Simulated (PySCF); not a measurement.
**One molecule, a ladder of functionals, a line**

Molecule: SMILES C=C(Cl)/C=C\C, C5H7Cl.

Atoms are numbered as in `[CH2:1]=[C:2]([Cl:3])/[CH:4]=[CH:5]\[CH3:6]`; H(Xn) means a hydrogen on atom n. Ha(C1) is cis to Cl3; Hb(C1) is trans to Cl3.

GIAO shieldings (ppm, equivalent atoms averaged) in PySCF 2.14.0 with density-fitted response routines on the PBE0-D3(BJ)/def2-SVP geometry, basis pcSseg-1, gas phase, non-relativistic:

```csv
functional,exact exchange (%),σ(Cl3)
BLYP,0,655.8
BP86,0,667.8
PBE,0,668.0
B3LYP,20,687.1
mPW1PW91,25,704.6
BHandHLYP,50,729.6
HF,100,795.6
```

Q: Fit each shielding as a line in the percentage of exact exchange.

A: σ(Cl3) = 664.5 + 1.32 x (rms 4.9 ppm). The functionals also differ in their semilocal parts, which the line can't hold; Hartree–Fock has no correlation at all.

Q: What does the line predict for PBE0 (25 %), and what does the run give?

A: σ(Cl3): 697.5 predicted, 706.0 computed ppm.
